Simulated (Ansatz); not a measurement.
System: CsCl-type TlCl. Method: BLYP (PAW; Ansatz, a first-principles code).

Settings: plane-wave cutoff 520 eV, 10×10×10 k mesh, Fermi–Dirac smearing 0.01 eV, scalar-relativistic PAW data made under PBE.

Computed points:

| V (Å³/atom) | E − E_lowest (meV/atom) | P (GPa) |
|---|---|---|
| 30.491 | 7.44 | 1.304 |
| 31.140 | 3.17 | 0.816 |
| 31.789 | 0.76 | 0.383 |
| 32.438 | 0.00 | 0.000 |
| 33.086 | 0.70 | -0.339 |
| 33.735 | 2.69 | -0.639 |
| 34.384 | 5.82 | -0.904 |

Question: Estimate the bulk modulus from the pressures at 31.789 and 33.086 Å³/atom, and compare it with a fit to all energies.

Answer: B = −V dP/dV. Between V = 31.789 and 33.086 Å³/atom, dP/dV = (-0.339 − (0.383))/(33.086 − 31.789) = -0.557 GPa per Å³/atom; at the midpoint 32.438 Å³/atom this gives B ≈ 18.1 GPa. The third-order Birch–Murnaghan fit gives V0 = 32.438 Å³/atom, B0 = 18.0 GPa, B′ = 5.1, which lies within 1 % of that estimate.

Measured, for comparison: equilibrium volume per atom 28.35 Å³/atom (temperature not stated, not corrected to a static lattice; as tabulated in Wikipedia's data pages). Computed (rounded) less measured: equilibrium volume per atom +14.4 %.

Note: the cell is over a tenth larger than the published one: the level's own overestimate first of all, though another phase or state, or a fault of the published cell, is possible.

Spin–orbit coupling is not included; it can shift volumes and moduli of such heavy elements.

The computed numbers hold no vibrational or temperature effects.
